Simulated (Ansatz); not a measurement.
# The cluster BN2−: single points with varied inputs

How do the results and run time of the cluster BN2− respond when the settings are drawn wide?

Method: the settings change from run to run; program: Ansatz 0.2.0, Gaussian basis.

### Step 1. The relaxed structure

An earlier PBE0-D4 in a triple-zeta def2 set relaxation fixed the geometry.

3 atoms, charge -1, spin multiplicity 1.

Atoms are counted from 1 here; the program's logs count them from 0.

Bond lengths: B1–N2 1.490 Å, B1–N3 1.490 Å, N2–N3 1.263 Å. Angles: N2–B1–N3 50.2°, B1–N2–N3 64.9°, B1–N3–N2 64.9°.

### Step 2. LC-wPBE/ANO-RCC-VTZP

Options: density fitting with cc-pVTZ-jkfit, a point charge of 2.00 e beside it.

Contents of in.yaml:

```yaml
crystal:
  periodic: [false, false, false]
  atoms:
    - {symbol: B, position_ang: [0.897414, 0.064643, 0.011755]}
    - {symbol: N, position_ang: [-0.403090, -0.662031, -0.025569]}
    - {symbol: N, position_ang: [-0.494324, 0.597388, 0.013804]}
basis:
  gaussian: {orbitals: ANO-RCC-VTZP, fitting: {mean_field: cc-pVTZ-jkfit}, point_charges: [{charge: 2.00, position_ang: [4.687, -0.361, 0.207]}]}
total_charge: -1
hamiltonian: {xc: {name: LC-wPBE}}
scf: {omitted_lower_state_checks: [starts]}
```

Command:

```sh
$ ansatz run in.yaml --threads 4 --pin off --events-out ev --progress --plain --max-ram 3916MiB
```

The program printed:

```text
Functional definition: LC-wPBE
  name "LC-wPBE"
  cite "Vydrov & Scuseria, J. Chem. Phys. 125, 234109 (2006) doi:10.1063/1.2409292"
  cite "Heyd & Scuseria, J. Chem. Phys. 120, 7274 (2004) doi:10.1063/1.1668634"
  cite "Ernzerhof & Perdew, J. Chem. Phys. 109, 3313 (1998) doi:10.1063/1.476928"
  cite "Perdew, Burke & Ernzerhof, Phys. Rev. Lett. 77, 3865 (1996) doi:10.1103/PhysRevLett.77.3865"
  parent pbe
  parameter omega = 0.4/bohr
  exchange = pbe_x_sr(omega) + exact_x_lr(omega)
  correlation = pbe_c
these checks for a lower state are left out or cut short: starts
237 factors; integrals over basis functions are off by at most 2.7e-1 eV
237 factors; integrals over basis functions are off by at most 2.0e-4 eV
mean field evaluation 1: about -3659.3456 eV, gradient 3.3e1 eV
mean field evaluation 2: about -3660.6644 eV, gradient 2.9e1 eV
mean field evaluation 4: about -3662.3109 eV, gradient 1.6e0 eV
mean field evaluation 8: about -3662.3197 eV, gradient 5.3e-2 eV
mean field evaluation 16: about -3662.3197 eV, gradient 8.1e-5 eV
mean field -3662.31974603 eV, -134.5877682572 hartree, gradient 8.1e-5 eV, S^2 0.000000; 0 other end points of the search recorded, 0 dependent functions left out
reference -3662.31974604 eV, -134.5877682574 hartree; 10, 10 occupied and 80, 80 virtual orbitals, 237 factors
Total energy: -3662.31974604 eV, -134.5877682574 hartree
Relativity: scalar
Checks for a lower state left out: starts
```

It took 0.5 s on 4 threads of Arm Neoverse V2, shared host.

### Step 3. SVWN5/def2-TZVPP

Set apart from the defaults: density fitting with def2-universal-jkfit, a point charge of 1.00 e beside it.

Contents of in.yaml:

```yaml
crystal:
  periodic: [false, false, false]
  atoms:
    - {symbol: B, position_ang: [0.897414, 0.064643, 0.011755]}
    - {symbol: N, position_ang: [-0.403090, -0.662031, -0.025569]}
    - {symbol: N, position_ang: [-0.494324, 0.597388, 0.013804]}
basis:
  gaussian: {orbitals: def2-TZVPP, fitting: {mean_field: def2-universal-jkfit}, point_charges: [{charge: 1.00, position_ang: [3.587, -0.110, 0.495]}]}
total_charge: -1
hamiltonian: {xc: {name: SVWN5}}
```

Launched as before.

The program printed:

```text
Functional definition: SVWN5
  name "SVWN5"
  cite "Dirac, Proc. Camb. Phil. Soc. 26, 376 (1930) doi:10.1017/S0305004100016108"
  cite "Slater, Phys. Rev. 81, 385 (1951) doi:10.1103/PhysRev.81.385"
  cite "Vosko, Wilk & Nusair, Can. J. Phys. 58, 1200 (1980) doi:10.1139/p80-159"
  exchange = slater_x
  correlation = vwn5_c
229 factors; integrals over basis functions are off by at most 4.0e-1 eV
mean field evaluation 1: about -3625.9983 eV, gradient 3.8e1 eV
mean field evaluation 2: about -3570.3222 eV, gradient 1.3e2 eV
mean field evaluation 4: about -3629.9677 eV, gradient 9.3e0 eV
mean field evaluation 8: about -3630.2367 eV, gradient 1.1e-1 eV
mean field evaluation 16: about -3630.2396 eV, gradient 3.2e-5 eV
mean field -3630.23963666 eV, -133.4088459826 hartree, gradient 3.2e-5 eV, S^2 0.000000; 0 other end points of the search recorded, 0 dependent functions left out
reference -3630.23966500 eV, -133.4088470238 hartree; 10, 10 occupied and 83, 83 virtual orbitals, 229 factors
Total energy: -3630.23966500 eV, -133.4088470238 hartree
```

Run time: 0.2 s. Hardware: 4 threads of Arm Neoverse V2, shared host.

### Step 4. B3LYP/cc-pVTZ

Options: atoms shaken by 0.15 Å, D4 dispersion, relativity set to scalar.

Contents of in.yaml:

```yaml
crystal:
  periodic: [false, false, false]
  atoms:
    - {symbol: B, position_ang: [1.051090, -0.115614, -0.258763]}
    - {symbol: N, position_ang: [-0.152384, -0.545558, -0.037227]}
    - {symbol: N, position_ang: [-0.409637, 0.555828, 0.155800]}
basis:
  gaussian: {orbitals: cc-pVTZ}
total_charge: -1
hamiltonian: {xc: {name: B3LYP}, dispersion: d4, pseudopotentials: {relativity: scalar}}
scf: {omitted_lower_state_checks: [starts]}
output: {forces: true}
```

Launched as before.

The program printed, shortened:

```text
Functional definition: B3LYP
  name "B3LYP"
  cite "Stephens, Devlin, Chabalowski & Frisch, J. Phys. Chem. 98, 11623 (1994) doi:10.1021/j100096a001"
  cite "Becke, Phys. Rev. A 38, 3098 (1988) doi:10.1103/PhysRevA.38.3098"
  cite "Lee, Yang & Parr, Phys. Rev. B 37, 785 (1988) doi:10.1103/PhysRevB.37.785"
  cite "Vosko, Wilk & Nusair, Can. J. Phys. 58, 1200 (1980) doi:10.1139/p80-159"
[...]
562 factors; their error is unknown
[...]
mean field -3654.63838765 eV, -134.3054835431 hartree, gradient 2.3e-5 eV, S^2 0.000000; 0 other end points of the search recorded, 0 dependent functions left out
[...]
reference -3654.63855562 eV, -134.3054897160 hartree; 10, 10 occupied and 80, 80 virtual orbitals, 562 factors
Total energy: -3654.72124712 eV, -134.3085285727 hartree
Relativity: scalar
Atom 0 at     1.051090    -0.115614    -0.258763 Å, force     6.557696     4.783003    -0.909248 eV/Å
Atom 1 at    -0.152384    -0.545558    -0.037227 Å, force    -6.861075   -14.900047    -0.256720 eV/Å
Atom 2 at    -0.409637     0.555828     0.155800 Å, force     0.303379    10.117044     1.165968 eV/Å
Dipole moment:    -0.741265    -0.060869     0.161350 e Å
Checks for a lower state left out: starts
```

Wall time 0.4 s (4 threads of Arm Neoverse V2, shared host).

Largest force 16.406 eV/Å.

### Step 5. B3LYP/def2-TZVPP

Set apart from the defaults: multiplicity 3, atoms shaken by 0.08 Å, density fitting with cc-pVTZ-jkfit, finite nuclei, D3(BJ) dispersion, relativity set to scalar.

Contents of in.yaml:

```yaml
crystal:
  periodic: [false, false, false]
  atoms:
    - {symbol: B, position_ang: [0.849625, 0.095552, 0.066243]}
    - {symbol: N, position_ang: [-0.330688, -0.719016, -0.241130]}
    - {symbol: N, position_ang: [-0.439049, 0.580765, 0.193244]}
basis:
  gaussian: {orbitals: def2-TZVPP, fitting: {mean_field: cc-pVTZ-jkfit}, nuclear_model: gaussian}
total_charge: -1
magnetization: {spin_polarized: true, initial_magnetization: 2}
hamiltonian: {xc: {name: B3LYP}, dispersion: d3bj, pseudopotentials: {relativity: scalar}}
scf: {omitted_lower_state_checks: [starts]}
output: {forces: true}
```

The command is unchanged.

The program printed, shortened:

```text
Functional definition: B3LYP
  name "B3LYP"
  cite "Stephens, Devlin, Chabalowski & Frisch, J. Phys. Chem. 98, 11623 (1994) doi:10.1021/j100096a001"
  cite "Becke, Phys. Rev. A 38, 3098 (1988) doi:10.1103/PhysRevA.38.3098"
  cite "Lee, Yang & Parr, Phys. Rev. B 37, 785 (1988) doi:10.1103/PhysRevB.37.785"
  cite "Vosko, Wilk & Nusair, Can. J. Phys. 58, 1200 (1980) doi:10.1139/p80-159"
[...]
237 factors; integrals over basis functions are off by at most 5.2e-1 eV
[...]
mean field -3655.39093067 eV, -134.3331389892 hartree, gradient 7.5e-6 eV, S^2 2.016008; 0 other end points of the search recorded, 0 dependent functions left out
[...]
reference -3655.39111072 eV, -134.3331456058 hartree; 11, 9 occupied and 82, 84 virtual orbitals, 237 factors
Total energy: -3655.45782654 eV, -134.3355973669 hartree
Relativity: scalar
Atom 0 at     0.849625     0.095552     0.066243 Å, force    -1.126099     0.277239     0.061588 eV/Å
Atom 1 at    -0.330688    -0.719016    -0.241130 Å, force     0.389622    -2.928135    -0.974456 eV/Å
Atom 2 at    -0.439049     0.580765     0.193244 Å, force     0.736477     2.650896     0.912868 eV/Å
Dipole moment:     0.013471     0.081206     0.027708 e Å
Checks for a lower state left out: starts
```

It took 0.6 s on 4 threads of Arm Neoverse V2, shared host.

Largest force 3.111 eV/Å, ⟨S²⟩ 2.016.

### Step 6. All runs side by side

```csv
level,charge,multiplicity,geometry,functions,energy (eV),time
LC-wPBE/ANO-RCC-VTZP,-1,1,"relaxed, point charge",90,-3662.320,0.5 s
SVWN5/def2-TZVPP,-1,1,"relaxed, point charge",93,-3630.240,0.2 s
B3LYP/cc-pVTZ,-1,1,shaken,90,-3654.721,0.4 s
B3LYP/def2-TZVPP,-1,3,shaken,93,-3655.458,0.6 s
```

### Step 7. Summary of results

| quantity | value |
| --- | --- |
| runs | 4 |
| quickest | SVWN5/def2-TZVPP, 0.2 s |
| slowest | B3LYP/def2-TZVPP, 0.6 s |

What this shows: The runs differ in state or geometry as well as level, so their energies can't be set against each other. Run time spans a factor of 3, from SVWN5/def2-TZVPP to B3LYP/def2-TZVPP. The jobs differ in tasks and options as well as level.
